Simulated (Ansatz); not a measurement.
Energy needed to pull apart CH₂AlO (SMILES [CH2]1[O][Al]1), doublet, into free ground-state atoms, from the structure below (displaced at random from a GFN2-xTB minimum); no zero-point or spin–orbit terms; open-shell atoms are treated unrestricted, in their ground-state multiplicity.

```
5
angstrom
C -0.0238 0.2755 -0.2573
O -0.6843 -0.6123 0.7611
Al 0.5566 -1.6819 0.2562
H -0.5162 0.5660 -1.1457
H 0.5561 1.3229 0.1841
```

Ansatz 0.2.0; basis: def2-TZVPP; cores frozen in the correlated methods; orbitals are unrestricted. B3LYP uses VWN-RPA correlation.

```csv
method,atomization energy (kJ/mol)
PBE-D4,1707
r2SCAN-D4,1662
PBE0-D4,1637
B3LYP-D4,1637
r2SCANh-D4,1638
wB97M-V,?
HF,1086
MP2,1611
CCSD,?
CCSD(T),1580
```

(1) What does CCSD give? (Judge from chemistry; the value comes from the calculation.)

(2) What does wB97M-V give? (An estimate is asked for; the value comes from the calculation.)

The T1 diagnostic stays at or below 0.033. ⟨S²⟩ of the unrestricted Hartree–Fock references: 0.88 (a pure state has 0.75). The unrestricted reference is spin-contaminated, which hurts MP2 most.

Results:

(1) The calculation gives: 1541 kJ/mol, which is about 39 kJ/mol less than CCSD(T)/def2-TZVPP.

(2) Computed: 1640 kJ/mol, which is about 60 kJ/mol more than CCSD(T)/def2-TZVPP.

In triple zeta the MP2 and coupled-cluster atomization energies are still short of their basis limit by a few kcal/mol a bond, whereas those of the functionals are nearly converged, so these differences are not deviations from converged CCSD(T).

For scale, one of the runs: CCSD(T)/def2-TZVPP forces, 132 basis functions (an equivalent command: `ansatz run in.yaml --threads 4`). The run took 77 s on 4 CPU threads (shared host), with 2.6 GiB of host memory at its peak.
